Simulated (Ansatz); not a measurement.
Mulliken charges of C$_{2}$HO (`C#C[O]`) radical from r2SCAN/def2-TZVPP in Ansatz (PBE0-D4/def2-TZVP geometry).

```
atom   x (Å)   y (Å)   z (Å)  charge (e)
  C1  -0.562   0.217  -0.418      -0.246
  C2   0.342  -0.397   0.262       0.254
  O3   1.069  -1.107   0.837      -0.162
  H4  -0.793   1.225  -0.702       0.155
```

Q: By hand: the dipole of these point charges (1 e Å = 4.8032 D).

A: Σ q r = (-0.071, 0.215, -0.075) e Å, of length 0.239 e Å = 1.15 D.

Q: How does the dipole of the full density compare? (Estimate.)

A: The calculation gave: (-0.045, 0.324, -0.072) e Å, 1.61 D; the point charges give 0.71 times that, at 12° from its direction.

Point charges leave out the atoms' own dipoles, such as those of lone pairs, and Mulliken's split depends on the basis, so the two needn't agree.
